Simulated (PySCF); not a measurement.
Molecule: `O=C(O)C1C=C1`, C4H4O2.

Geometry (Å), atoms numbered from 1 in this order:
```xyz
10

O     1.191   -0.585   -1.262
C     1.015   -0.203   -0.132
O     2.020   -0.089    0.754
C    -0.285    0.190    0.451
C    -1.538   -0.464   -0.091
C    -1.343    0.753   -0.474
H     2.856   -0.355    0.341
H    -0.231    0.506    1.487
H    -2.078   -1.376   -0.076
H    -1.597    1.626   -1.020
```

Frames of a GFN2-xTB Langevin trajectory at 600 K; GIAO PBE0/pcSseg-1 shieldings in PySCF, gas phase, non-relativistic; equivalent atoms averaged within each frame.

Referencing at the same level of theory: $^{17}$O (σref 336.08) against H2O; TMS for $^{13}$C (σref 186.93) and $^{1}$H (σref 31.72). The references are static minima.

**Question.** How do the shifts (ppm) fluctuate along the trajectory?

**Answer.** 
```csv
time (fs),O1,O3,C2,C5/C6,C4,H9/H10,H7,H8
250,385.2,211.2,167.3,126.2,16.2,8.31,5.94,1.47
425,383.0,215.2,165.8,129.2,16.2,8.53,6.31,2.56
625,420.7,202.5,184.7,110.7,14.4,6.85,4.71,2.94
800,425.4,225.1,192.2,119.1,24.6,6.85,5.15,4.96
1000,417.7,180.1,166.2,118.2,17.0,7.63,5.90,0.31
mean of frames,406.4,206.8,175.2,120.7,17.7,7.63,5.60,2.45
standard deviation,20.6,17.0,12.3,7.2,4.0,0.79,0.65,1.74
```

5 frames give an uncertainty of the mean of about the standard deviation over 2.2 at best, since frames this close in time may not be independent; classical motion lacks zero-point vibration, and the reference would need the same averaging.
